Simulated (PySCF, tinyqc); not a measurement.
Worked calculation: G0W0 on RHF in the sto-3g basis, for BH, spin multiplicity 1. The lowest restricted solution is unstable here: a spin-polarised one lies 0.0055 hartree lower (PySCF). One step of it, computed by the program tinyqc.

Problem. Iteration 1: building the Fock matrix. J_ij = sum D_kl (ij|kl), K_ij = sum D_kl (ik|jl); F = H + J - 0.5 K; E = tr D H + tr D J / 2 - 0.25 tr D K + E_nn.

D at the start, lower triangle:
```
            1B 1s      1B 2s    1B 2px    1B 2py     1B 2pz     2H 1s
1B 1s    2.160321
1B 2s   -0.598678   2.232260
1B 2px   0.000000   0.000000  0.000000
1B 2py   0.000000   0.000000  0.000000  0.000000
1B 2pz  -0.020711   0.089500  0.000000  0.000000   2.105108
2H 1s    0.043182  -0.144805  0.000000  0.000000  -0.182280  0.024223
```

core Hamiltonian H = T + V (hartree), lower triangle:
```
             1B 1s      1B 2s     1B 2px     1B 2py     1B 2pz      2H 1s
1B 1s   -12.647537
1B 2s    -3.275252  -3.736985
1B 2px    0.000000   0.000000  -2.920928
1B 2py    0.000000   0.000000   0.000000  -2.920928
1B 2pz   -0.010014  -0.098859   0.000000   0.000000  -2.983572
2H 1s    -0.313656  -0.899890   0.000000   0.000000  -0.932691  -2.094957
```

Two-electron integrals (ij|kl) in chemists' order, unique and non-zero (hartree):
```
(11|11) 2.923513   (21|11) 0.518376   (21|21) 0.109262   (22|11) 0.744229
(22|21) 0.193177   (22|22) 0.544804   (31|31) 0.020264   (32|31) 0.029996
(32|32) 0.120346   (33|11) 0.742491   (33|21) 0.193240   (33|22) 0.544682
(33|33) 0.586773   (41|41) 0.020264   (42|41) 0.029996   (42|42) 0.120346
(43|43) 0.031630   (44|11) 0.742491   (44|21) 0.193240   (44|22) 0.544682
(44|33) 0.523513   (44|44) 0.586773   (51|51) 0.020264   (52|51) 0.029996
(52|52) 0.120346   (53|53) 0.031630   (54|54) 0.031630   (55|11) 0.742491
(55|21) 0.193240   (55|22) 0.544682   (55|33) 0.523513   (55|44) 0.523513
(55|55) 0.586773   (61|11) 0.048687   (61|21) 0.010229   (61|22) 0.018162
(61|33) 0.018087   (61|44) 0.018087   (61|51) 0.000711   (61|52) 0.001325
(61|55) 0.018322   (61|61) 0.000985   (62|11) 0.144816   (62|21) 0.038332
(62|22) 0.122786   (62|33) 0.119072   (62|44) 0.119072   (62|51) 0.004146
(62|52) 0.027697   (62|55) 0.130086   (62|61) 0.003826   (62|62) 0.042626
(63|31) 0.003406   (63|32) 0.016899   (63|53) 0.004859   (63|63) 0.004030
(64|41) 0.003406   (64|42) 0.016899   (64|54) 0.004859   (64|64) 0.004030
(65|11) 0.148286   (65|21) 0.039703   (65|22) 0.133974   (65|33) 0.127172
(65|44) 0.127172   (65|51) 0.006938   (65|52) 0.043543   (65|55) 0.147419
(65|61) 0.004102   (65|62) 0.053959   (65|65) 0.070938   (66|11) 0.325577
(66|21) 0.087614   (66|22) 0.318529   (66|33) 0.301794   (66|44) 0.301794
(66|51) 0.009748   (66|52) 0.089734   (66|55) 0.351514   (66|61) 0.008801
(66|62) 0.152444   (66|65) 0.207668   (66|66) 0.774606
```

nuclear repulsion = 1.63225543 hartree

Give: Coulomb J; exchange K; Fock matrix F; total energy of this density.

Solution.

Coulomb J (hartree), lower triangle:
```
         1B 1s    1B 2s  1B 2px  1B 2py  1B 2pz   2H 1s
1B 1s   8.8355
1B 2s   1.8045   3.6641
1B 2px  0.0000   0.0000  3.6186
1B 2py  0.0000   0.0000  0.0000  3.6186
1B 2pz  0.0011  -0.0013  0.0000  0.0000  3.7424
2H 1s   0.1699   0.7917  0.0000  0.0000  0.8536  1.9648
```

exchange K (hartree), lower triangle:
```
         1B 1s   1B 2s  1B 2px  1B 2py  1B 2pz   2H 1s
1B 1s   5.9826
1B 2s   1.1009  1.4329
1B 2px  0.0000  0.0000  0.3368
1B 2py  0.0000  0.0000  0.0000  0.3368
1B 2pz  0.0002  0.0030  0.0000  0.0000  1.4477
2H 1s   0.1119  0.2968  0.0000  0.0000  0.2933  0.1512
```

Fock matrix F (hartree), lower triangle:
```
          1B 1s    1B 2s  1B 2px  1B 2py   1B 2pz    2H 1s
1B 1s   -6.8034
1B 2s   -2.0212  -0.7893
1B 2px   0.0000   0.0000  0.5293
1B 2py   0.0000   0.0000  0.0000  0.5293
1B 2pz  -0.0090  -0.1017  0.0000  0.0000   0.0350
2H 1s   -0.1997  -0.2566  0.0000  0.0000  -0.2257  -0.2058
```

total energy of this density = -24.051420 hartree
